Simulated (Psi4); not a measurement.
**[NO3]− (nitrate): B2PLYP/aug-cc-pVDZ (density fitting for correlation)**

Aim: the vertical ionisation energy of [NO3]− (nitrate) at B2PLYP/aug-cc-pVDZ (density fitting for correlation), from 2 runs. 

The results are computed with Psi4 1.11.

2 further runs of the same task are left out: 1 that didn't finish, 1 set aside as unsound or not needed.

## Step 1: The structure to begin with

The species is [NO3]− (4 atoms), meant as a singlet with charge -1. SMILES: `O=[N+]([O-])[O-]`. The coordinates come from a PBE0-D4/def2-TZVPD relaxation.

Bond lengths: O1–N2 1.247 Å, N2–O3 1.247 Å, N2–O4 1.247 Å. Angles: O1–N2–O3 120.0°, O1–N2–O4 120.0°, O3–N2–O4 120.0°.

## Step 2: The energy at B2PLYP/aug-cc-pVDZ (density fitting for correlation)

Contents of calc.inp:

```
memory 2200 MB

molecule geom {
  -1 1
  O      0.56034159     0.99029208     2.06269276
  N      0.00000000     0.00000000     0.00000000
  O      0.88900276    -2.10394548    -0.57659324
  O     -1.44932545     1.11367230    -1.48611842
  units bohr
  symmetry c1
  no_reorient
  no_com
}

set {
  basis aug-cc-pVDZ
  puream true
  e_convergence 1e-09
  d_convergence 1e-08
  scf_type pk
  dft_radial_points 99
  dft_spherical_points 590
  num_frozen_docc 4
}

E, wfn = energy('b2plyp', return_wfn=True)
print_variables()
```

On the command line:

```bash
$ psi4 calc.inp calc.out -n 1
```

calc.out:

```text
[...]
  Running in c1 symmetry.
[...]
  Nuclear repulsion =  118.372543400070526
[...]
  Multiplicity = 1
[...]
  Nalpha       = 16
  Nbeta        = 16
[...]
    Number of basis functions: 92
[...]
   @RKS iter   1:  -279.70279937648201   -3.40704e-01   8.78197e-03 ADIIS/DIIS
[...]
   @RKS iter  11:  -279.93502189647046   -3.97904e-13   4.69493e-10 DIIS
[...]
    Orbital Energies [Eh]
    ---------------------
    Doubly Occupied:
       1A    -19.539388     2A    -19.539387     3A    -19.539338
       4A    -14.918270     5A     -1.193664     6A     -0.956735
       7A     -0.956734     8A     -0.496880     9A     -0.412890
      10A     -0.394548    11A     -0.394547    12A     -0.188972
      13A     -0.188971    14A     -0.153612    15A     -0.153611
      16A     -0.115569
[...]
  @RKS Final Energy:  -279.93502189647046
   => Energetics <=
    Nuclear Repulsion Energy =            118.3725434000705263
    One-Electron Energy =                -627.0182270158530855
    Two-Electron Energy =                 244.4327755810913629
    DFT Exchange-Correlation Energy =     -15.7221138617792953
    Empirical Dispersion Energy =           0.0000000000000000
    VV10 Nonlocal Energy =                  0.0000000000000000
    Total Energy =                       -279.9350218964704595
[...]
 Multipole Moments:
 ------------------------------------------------------------------------------------
     Multipole            Electronic (a.u.)      Nuclear  (a.u.)        Total (a.u.)
 ------------------------------------------------------------------------------------
 L = 1.  Multiply by 2.5417464519 to convert [e a0] to [Debye]
 Dipole X            :         -0.0001586            0.0001512           -0.0000074
 Dipole Y            :         -0.0001575            0.0001512           -0.0000063
 Dipole Z            :          0.0001593           -0.0001512            0.0000081
 Magnitude           :                                                    0.0000127
[...]
```

Run time: 9.3 s. Hardware: 1 thread of Intel Xeon Platinum 8488C (Sapphire Rapids), shared host; peak memory 0.96 GiB.

## Step 3: Doublet neutral NO3

Contents of job.py:

```python
import psi4

psi4.set_memory(2200000000)
psi4.set_num_threads(1)
psi4.set_output_file('no3.out', False)

geom = psi4.geometry("""
0 2
O      0.56034159     0.99029208     2.06269276
N      0.00000000     0.00000000     0.00000000
O      0.88900276    -2.10394548    -0.57659324
O     -1.44932545     1.11367230    -1.48611842
units bohr
symmetry c1
no_reorient
no_com
""")

options = {'reference': 'uks', 'puream': True, 'e_convergence': 1e-09, 'd_convergence': 1e-08, 'scf_type': 'pk', 'dft_radial_points': 99, 'dft_spherical_points': 590, 'num_frozen_docc': 4, 'maxiter': 100}
psi4.set_options(options)

e = psi4.energy('b2plyp/aug-cc-pVDZ')
print(f'b2plyp/aug-cc-pVDZ energy: {e:.10f} Eh')
```

On the command line:

```bash
$ python job.py
```

no3.out:

```text
[...]
  Running in c1 symmetry.
[...]
  Nuclear repulsion =  118.372543400070526
[...]
  Multiplicity = 2
[...]
  Nalpha       = 16
  Nbeta        = 15
[...]
    Number of basis functions: 92
[...]
   @UKS iter   1:  -279.64252146842057   -2.80426e-01   6.71151e-03 DIIS/ADIIS
[...]
   @UKS iter  17:  -279.77852700048697    3.43903e-11   4.20850e-09 DIIS
[...]
   @S^2 Observed:                7.688675065E-01
[...]
    Orbital Energies [Eh]
    ---------------------
    Alpha Occupied:
       1A    -19.894957     2A    -19.894951     3A    -19.894901
       4A    -15.231275     5A     -1.519902     6A     -1.293899
       7A     -1.293893     8A     -0.819132     9A     -0.719694
      10A     -0.719146    11A     -0.719144    12A     -0.535628
      13A     -0.535624    14A     -0.479814    15A     -0.475767
      16A     -0.475759
    Alpha Virtual:
      17A     -0.060265    18A      0.036103    19A      0.080520
      20A      0.080520    21A      0.106458    22A      0.162897
      23A      0.162898    24A      0.166623    25A      0.180353
[...]
  @UKS Final Energy:  -279.77852700048697
   => Energetics <=
    Nuclear Repulsion Energy =            118.3725434000705263
    One-Electron Energy =                -617.0775719791317897
    Two-Electron Energy =                 234.4480375761889377
    DFT Exchange-Correlation Energy =     -15.5215359976146505
    Empirical Dispersion Energy =           0.0000000000000000
    VV10 Nonlocal Energy =                  0.0000000000000000
    Total Energy =                       -279.7785270004869744
[...]
 Multipole Moments:
 ------------------------------------------------------------------------------------
     Multipole            Electronic (a.u.)      Nuclear  (a.u.)        Total (a.u.)
 ------------------------------------------------------------------------------------
 L = 1.  Multiply by 2.5417464519 to convert [e a0] to [Debye]
 Dipole X            :         -0.0001269            0.0001512            0.0000243
 Dipole Y            :         -0.0001764            0.0001512           -0.0000252
 Dipole Z            :          0.0001792           -0.0001512            0.0000280
 Magnitude           :                                                    0.0000448
[...]
```

Standard output:

```text
b2plyp/aug-cc-pVDZ energy: -280.0640770616 Eh
```

Wall time 19 s (1 thread of Intel Xeon Platinum 8488C (Sapphire Rapids), shared host); peak memory 0.96 GiB.

## Step 4: Outcome

Level: B2PLYP/aug-cc-pVDZ (density fitting for correlation), 4 core orbitals frozen.

| quantity | value |
| --- | --- |
| singlet [NO3]−: total energy | -280.19931 Eh |
| singlet [NO3]−: HOMO energy (SCF part's orbitals) | -3.14 eV |
| singlet [NO3]−: LUMO energy (SCF part's orbitals) | 5.81 eV |
| singlet [NO3]−: HOMO–LUMO gap (to an unbound level, set by the basis) | 8.95 eV |
| doublet neutral NO3: total energy | -280.06408 Eh |
| doublet neutral NO3: HOMO energy (SCF part's orbitals) (highest over α and β) | -11.52 eV |
| doublet neutral NO3: LUMO energy (SCF part's orbitals) (lowest over α and β) | -5.46 eV |
| doublet neutral NO3: ⟨S²⟩ | 0.769 |
| vertical detachment energy (to the doublet neutral) | 3.680 eV |

Removing an electron at fixed nuclei costs 3.68 eV (355 kJ/mol). −ε(HOMO) before ionisation, 3.14 eV, is 0.54 eV below this ionisation energy.
